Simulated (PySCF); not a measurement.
Level of theory: PySCF 2.14.0 with B3LYP-D3(BJ)/def2-TZVP. All species are isolated molecules in the gas phase. One relaxed conformer stands for a flexible species; it need not be the lowest. B3LYP has the VWN-RPA correlation part, as in Gaussian. Delta-SCF ions had no search for a lower state. Excitations are Tamm–Dancoff values on a coarser integration grid. The basis has no diffuse functions, so Rydberg states are missing or too high.

Reference species (SMILES): `CCCC` (C–C–C–C torsion 180°) (neutral, multiplicity 1).

The S1 excitation (TDA) comes out as 8.74 eV and the HOMO–LUMO gap is 9.77 eV. The vertical ionisation energy (Delta-SCF) comes out as 11.18 eV.

Changed species: `CC` (X = H; the reference has X = ethyl).

Question: Give the shifts of the S1 excitation (TDA), HOMO–LUMO gap and vertical ionisation energy (Delta-SCF).

Answer: the S1 excitation (TDA) goes up by 0.61 eV, to 9.35 eV; the HOMO–LUMO gap increases by 0.70 eV, to 10.47 eV; the vertical ionisation energy (Delta-SCF) rises by 1.07 eV, to 12.25 eV.
